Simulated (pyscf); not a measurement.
This saddle point was located with ωB97X-D3(BJ)/def2-SVP in PySCF.

```xyz
12

C     -2.1626     0.1893     0.1642
O     -1.0186    -0.3457     0.8012
Si     0.7577    -0.2174     0.1659
H     -2.0960    -0.0414    -0.9105
H     -3.0678    -0.2787     0.5795
H     -2.2178     1.2829     0.2953
H      1.8802    -1.1973     0.3573
H      0.2430    -0.7204    -1.1741
H      1.1553     1.1779    -0.1767
O      0.7271     0.1396     2.0379
H     -0.5390    -0.0343     1.7629
H      1.1900    -0.5094     2.5803
```
Charge 0, spin multiplicity 1.

Surface: singlet, charge 0. Lowest wavenumbers (cm⁻¹): 867i, 108, 139, 189, 243.

**Question.** Name the species on either side of this saddle.

**Answer.** `[CH3][O][SiH3]` + `[OH2]` <-> `[CH3][OH]` + `[OH][SiH3]`, a four-centre exchange read from left to right: O–Si, H–O broken and H–O, O–Si formed. At ωB97M-D3(BJ)/def2-TZVP it lies +91.9 kJ/mol from the left side and +90.7 kJ/mol from the right (each side as separated species at their lowest minima found). On the reactant side the descent ends in a complex, 19.7 kJ/mol under the separated species and 113.3 kJ/mol under the saddle at ωB97X-D3(BJ)/def2-TZVP. On the product side the descent ends in a complex, 21.9 kJ/mol under the separated species and 112.0 kJ/mol under the saddle at ωB97X-D3(BJ)/def2-TZVP. H₃C–O–SiH₃ lies 99.2 kJ/mol over its isomer H₃C–SiH₂–OH (electronic energy, ωB97M-D3(BJ)/def2-TZVP). This is the saddle that the search found; another between the same sides may lie lower.
